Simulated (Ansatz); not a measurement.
# [H···H···NH], triplet in cc-pVTZ: errors against UCCSDT(Q)

Geometry: a point of a hydrogen-transfer path between rigid fragments, not a stationary point.

```yaml
atoms:
  - { symbol: H, position_ang: [-2.0963, 0.0594, 0.0000] }
  - { symbol: H, position_ang: [-1.1323, 0.0594, 0.0000] }
  - { symbol: N, position_ang: [0.1987, 0.0594, 0.0000] }
  - { symbol: H, position_ang: [0.4678, -0.9448, 0.0000] }
```

Basis cc-pVTZ; Ansatz 0.2.0. Correlated methods freeze the noble-gas cores, which leaves 8 electrons in 71 orbitals. R marks a restricted (for open shells ROHF) determinant, U an unrestricted one. Active spaces: pair = (4e, 4o) about the gap; valence = (8e, 7o) chosen from the atoms' valence shells.

Full CI isn't at hand for all of this; UCCSDT(Q) serves as the reference, and is uncertain by about the last step of the cluster series. The frozen core follows each run's orbitals, which can shift R against U totals by a few meV.

```
UHF ⟨S²⟩                          : 2.062
T1 diagnostic (RCCSD)             : 0.0452
largest doubles amplitude (RCCSD) : 0.062
T1 diagnostic (UCCSD)             : 0.0220
```

```csv
level,E − E(UCCSDT(Q)) (mEh),share of correlation (%),wall time
RHF,235.95,0.00,–
UHF,219.38,7.02,–
RMP2,35.13,85.11,–
UMP2,34.69,85.30,–
RCCSD,7.52,96.81,–
UCCSD,7.17,96.96,–
RCCSD(T),1.02,99.57,1.9 s
UCCSD(T),0.97,99.59,1.8 s
BCCD(T),0.97,99.59,2.4 s
RCCSDT,0.32,99.87,–
UCCSDT,0.24,99.90,–
RCCSDT(Q),0.07,99.97,5.5 s (H100)
CASSCF (pair space),204.79,13.20,–
NEVPT2 (pair space),28.26,88.02,1.1 s (H100)
MRCISD (pair space),14.43,93.88,–
MRCISD+Q (pair space),2.43,98.97,1.7 s (H100)
CASSCF (valence space),173.21,26.59,–
NEVPT2 (valence space),30.76,86.96,1.3 s
MRCISD (valence space),10.01,95.76,–
MRCISD+Q (valence space),1.69,99.28,2.6 s (H100)
```

The correlation energy at UCCSDT(Q), counted from RHF, is -6.420 eV. That run took 5.5 s on 2 threads of AMD EPYC 7R13 with a shared H100 80 GB, shared host.

Times hold each run's SCF and search for its determinant on a shared host, so for small cases they say little of a method's own cost; rows without a card ran on 1 thread of AMD EPYC 7R13.

Natural occupations of CASSCF (valence space) about the gap: 1.994 1.973 1.957 1.002 1.000 0.045 0.029; effectively unpaired electrons, Σ n²(2−n)², 2.02.
